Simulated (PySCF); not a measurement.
**Basis-set dependence of population analyses: CF3NH2**

CF3NH2.
Atom-mapped SMILES: `[NH2:1][C:2]([F:3])([F:4])[F:5]` (hydrogens: H6, H7 on N1)

PBE0 throughout (PySCF), one geometry, spherical d and f functions. Isolated species at its PBE0-D3(BJ)/def2-SVP geometry, gas phase. Atoms taken as equivalent share a column and are averaged.

Mulliken charges (e):

```json
{"basis": "STO-3G", "functions": "27", "N1": "-0.443", "C2": "+0.407", "F3/F4/F5": "-0.120", "H6/H7": "+0.198"}
{"basis": "6-31G", "functions": "49", "N1": "-0.700", "C2": "+0.827", "F3/F4/F5": "-0.272", "H6/H7": "+0.344"}
{"basis": "pcSseg-0", "functions": "49", "N1": "-0.786", "C2": "+1.103", "F3/F4/F5": "-0.330", "H6/H7": "+0.337"}
{"basis": "6-31G*", "functions": "74", "N1": "-0.815", "C2": "+1.002", "F3/F4/F5": "-0.302", "H6/H7": "+0.359"}
{"basis": "def2-SVP", "functions": "80", "N1": "-0.231", "C2": "+0.499", "F3/F4/F5": "-0.186", "H6/H7": "+0.144"}
{"basis": "cc-pVDZ", "functions": "80", "N1": "-0.208", "C2": "+0.495", "F3/F4/F5": "-0.175", "H6/H7": "+0.119"}
{"basis": "aug-cc-pVDZ", "functions": "133", "N1": "-0.287", "C2": "+1.639", "F3/F4/F5": "-0.453", "H6/H7": "+0.004"}
{"basis": "6-311+G(2d,p)", "functions": "147", "N1": "-0.490", "C2": "+0.928", "F3/F4/F5": "-0.314", "H6/H7": "+0.252"}
{"basis": "def2-TZVP", "functions": "167", "N1": "-0.488", "C2": "+0.481", "F3/F4/F5": "-0.166", "H6/H7": "+0.252"}
{"basis": "cc-pVTZ", "functions": "178", "N1": "-0.285", "C2": "+0.459", "F3/F4/F5": "-0.160", "H6/H7": "+0.153"}
{"basis": "IGLO-III", "functions": "195", "N1": "-0.481", "C2": "+0.529", "F3/F4/F5": "-0.188", "H6/H7": "+0.258"}
```

IAO charges (e):

```
        basis  functions      N1      C2  F3/F4/F5   H6/H7
       STO-3G         27  -0.481  +0.499    -0.152  +0.219
        6-31G         49  -0.562  +0.796    -0.269  +0.286
     pcSseg-0         49  -0.549  +0.802    -0.268  +0.275
       6-31G*         74  -0.573  +0.881    -0.287  +0.277
     def2-SVP         80  -0.560  +0.874    -0.288  +0.274
      cc-pVDZ         80  -0.569  +0.875    -0.286  +0.277
  aug-cc-pVDZ        133  -0.586  +0.887    -0.293  +0.289
6-311+G(2d,p)        147  -0.587  +0.886    -0.293  +0.290
    def2-TZVP        167  -0.588  +0.897    -0.295  +0.288
      cc-pVTZ        178  -0.587  +0.895    -0.294  +0.287
     IGLO-III        195  -0.589  +0.891    -0.294  +0.290
```

Hirshfeld charges (e):

```json
{"basis": "STO-3G", "functions": "27", "N1": "-0.241", "C2": "+0.303", "F3/F4/F5": "-0.092", "H6/H7": "+0.107"}
{"basis": "6-31G", "functions": "49", "N1": "-0.234", "C2": "+0.286", "F3/F4/F5": "-0.109", "H6/H7": "+0.138"}
{"basis": "pcSseg-0", "functions": "49", "N1": "-0.234", "C2": "+0.285", "F3/F4/F5": "-0.108", "H6/H7": "+0.137"}
{"basis": "6-31G*", "functions": "74", "N1": "-0.233", "C2": "+0.274", "F3/F4/F5": "-0.103", "H6/H7": "+0.134"}
{"basis": "def2-SVP", "functions": "80", "N1": "-0.238", "C2": "+0.282", "F3/F4/F5": "-0.105", "H6/H7": "+0.136"}
{"basis": "cc-pVDZ", "functions": "80", "N1": "-0.235", "C2": "+0.273", "F3/F4/F5": "-0.102", "H6/H7": "+0.134"}
{"basis": "aug-cc-pVDZ", "functions": "133", "N1": "-0.240", "C2": "+0.281", "F3/F4/F5": "-0.104", "H6/H7": "+0.136"}
{"basis": "6-311+G(2d,p)", "functions": "147", "N1": "-0.235", "C2": "+0.281", "F3/F4/F5": "-0.106", "H6/H7": "+0.137"}
{"basis": "def2-TZVP", "functions": "167", "N1": "-0.238", "C2": "+0.278", "F3/F4/F5": "-0.105", "H6/H7": "+0.137"}
{"basis": "cc-pVTZ", "functions": "178", "N1": "-0.240", "C2": "+0.278", "F3/F4/F5": "-0.104", "H6/H7": "+0.136"}
{"basis": "IGLO-III", "functions": "195", "N1": "-0.240", "C2": "+0.281", "F3/F4/F5": "-0.105", "H6/H7": "+0.137"}
```

ESP-fitted charges (e):

```
        basis  functions      N1      C2  F3/F4/F5   H6/H7
       STO-3G         27  -0.920  +0.827    -0.199  +0.345
        6-31G         49  -1.109  +0.982    -0.268  +0.465
     pcSseg-0         49  -1.120  +1.141    -0.306  +0.449
       6-31G*         74  -0.927  +0.637    -0.176  +0.408
     def2-SVP         80  -0.867  +0.700    -0.202  +0.386
      cc-pVDZ         80  -0.831  +0.673    -0.195  +0.372
  aug-cc-pVDZ        133  -0.851  +0.657    -0.190  +0.382
6-311+G(2d,p)        147  -0.866  +0.656    -0.191  +0.391
    def2-TZVP        167  -0.876  +0.647    -0.186  +0.394
      cc-pVTZ        178  -0.837  +0.623    -0.181  +0.379
     IGLO-III        195  -0.850  +0.625    -0.182  +0.385
```

Some averages cover members that differ in this geometry, most widely: F3/F4/F5, ESP-fitted in 6-311+G(2d,p) -0.243 to -0.164; F3/F4/F5, ESP-fitted in IGLO-III -0.233 to -0.156; F3/F4/F5, ESP-fitted in aug-cc-pVDZ -0.241 to -0.164; F3/F4/F5, ESP-fitted in def2-TZVP -0.236 to -0.162 e.

Q: Which scheme is steadiest as the basis changes?

A: Largest range over the bases for any column: Hirshfeld 0.03 e, IAO 0.40 e, ESP-fitted 0.52 e, Mulliken 1.23 e. Hirshfeld charges move least and Mulliken charges most, counted in e. Without the minimal STO-3G basis the ranges are Hirshfeld 0.01, IAO 0.10, ESP-fitted 0.52, Mulliken 1.18 e.

Q: How much do the charges still move between the two largest bases, cc-pVTZ and IGLO-III?

A: At most, over all atoms: Mulliken 0.195 e, IAO 0.004 e, Hirshfeld 0.003 e, ESP-fitted 0.013 e.

Q: What do the same runs give for the total energy, the frontier levels and the dipole moment?

A: 
```json
{"basis": "STO-3G", "energy (Eh)": "-387.6859", "HOMO (eV)": "-5.04", "LUMO (eV)": "9.27", "μ (D)": "1.74"}
{"basis": "6-31G", "energy (Eh)": "-393.1016", "HOMO (eV)": "-8.61", "LUMO (eV)": "2.03", "μ (D)": "2.94"}
{"basis": "pcSseg-0", "energy (Eh)": "-392.2956", "HOMO (eV)": "-8.67", "LUMO (eV)": "1.76", "μ (D)": "2.87"}
{"basis": "6-31G*", "energy (Eh)": "-393.2077", "HOMO (eV)": "-8.40", "LUMO (eV)": "2.40", "μ (D)": "2.43"}
{"basis": "def2-SVP", "energy (Eh)": "-392.9244", "HOMO (eV)": "-8.60", "LUMO (eV)": "1.68", "μ (D)": "2.57"}
{"basis": "cc-pVDZ", "energy (Eh)": "-393.2426", "HOMO (eV)": "-8.47", "LUMO (eV)": "1.74", "μ (D)": "2.49"}
{"basis": "aug-cc-pVDZ", "energy (Eh)": "-393.2785", "HOMO (eV)": "-8.87", "LUMO (eV)": "-0.29", "μ (D)": "2.47"}
{"basis": "6-311+G(2d,p)", "energy (Eh)": "-393.3537", "HOMO (eV)": "-8.91", "LUMO (eV)": "0.09", "μ (D)": "2.54"}
{"basis": "def2-TZVP", "energy (Eh)": "-393.3958", "HOMO (eV)": "-8.83", "LUMO (eV)": "0.90", "μ (D)": "2.52"}
{"basis": "cc-pVTZ", "energy (Eh)": "-393.3749", "HOMO (eV)": "-8.75", "LUMO (eV)": "1.05", "μ (D)": "2.47"}
{"basis": "IGLO-III", "energy (Eh)": "-393.4014", "HOMO (eV)": "-8.87", "LUMO (eV)": "0.49", "μ (D)": "2.48"}
```

The dipole is fixed by the density alone, so its range of 1.20 D shows that the density itself changes with the basis, not only its division among atoms.
